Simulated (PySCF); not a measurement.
Ethenethiol, C₂H₄S.
InChI=1S/C2H4S/c1-2-3/h2-3H,1H2

Torsions of this conformer, `[CH2:1]=[CH:2][SH:3]`: H–S3–C2–C1 0°.

The closed-shell ground state was solved at several levels (PySCF, density fitting, gas phase, non-relativistic). Geometry: PBE0-D3(BJ)/def2-SVP, one conformer, isolated molecule.

```
              level  basis functions  total energy (Eh)  HOMO (eV)  LUMO (eV)  gap (eV)  dipole (D)
      PBE/def2-SVPD               99          -476.3272      -5.53      -1.08      4.45        0.77
       KT3/pcSseg-2              171          -480.9483      -5.55      -1.01      4.54        0.77
CAM-B3LYP/def2-SVPD               99          -476.5661      -7.87       0.98      8.85        0.88
       PBE0/6-31+G*               66          -476.5195      -6.55      -0.07      6.48        1.00
   PBE0/aug-cc-pVTZ              234          -476.5887      -6.59      -0.22      6.37        0.82
  wB97X-D/def2-SVPD               99          -476.5762      -8.42       1.68     10.10        0.93
      LDA/def2-SVPD               99          -474.4957      -5.66      -1.29      4.37        0.77
     PBE0/def2-SVPD               99          -476.3693      -6.61      -0.12      6.49        0.87
      PBE0/pcSseg-1               78          -476.5136      -6.58       0.08      6.66        0.97
    PBE0/def2-TZVPD              156          -476.5849      -6.58      -0.18      6.40        0.81
  LC-wPBE/def2-SVPD               99          -476.4348      -9.22       2.11     11.33        1.01
BHandHLYP/def2-SVPD               99          -476.5503      -7.54       0.90      8.44        0.90
```

(1) What might PBE0/def2-TZVP (123 basis functions) give for the same quantities?

(2) Over all these levels, which gives the widest orbital gap and which the narrowest?

(3) How much does the basis alone move the frontier levels among the 6 PBE0 rows (the withheld one included)?

(4) In the def2-SVPD basis, how does the gap go with the fixed share of exact exchange?

(5) How far do the dipole and the HOMO energy spread over the levels?

## Answers

(1) Total energy -476.5839 Eh, HOMO -6.55 eV, LUMO -0.03 eV, gap 6.52 eV, dipole 0.81 D.

(2) LC-wPBE/def2-SVPD (range-separated hybrid) has the widest, 11.33 eV, and LDA/def2-SVPD (LDA) the narrowest, 4.37 eV. The two share the basis. From the narrowest to the widest the HOMO moves by -3.56 eV and the LUMO by +3.40 eV.

(3) The HOMO by 0.06 eV and the LUMO by 0.30 eV. By rising basis size (HOMO, LUMO in eV): 6-31+G* -6.55, -0.07; pcSseg-1 -6.58, 0.08; def2-SVPD -6.61, -0.12; def2-TZVP -6.55, -0.03; def2-TZVPD -6.58, -0.18; aug-cc-pVTZ -6.59, -0.22.

(4) LDA (0 %) 4.37 eV; PBE (0 %) 4.45 eV; PBE0 (25 %) 6.49 eV; BHandHLYP (50 %) 8.44 eV. Each rise in the share widens the gap here.

(5) The dipole runs from 0.77 to 1.01 D (mean 0.87 D) and the HOMO from -9.22 to -5.53 eV.

Note: wB97X-D ran without an empirical dispersion term, which enters the total energy and its gradient alone.
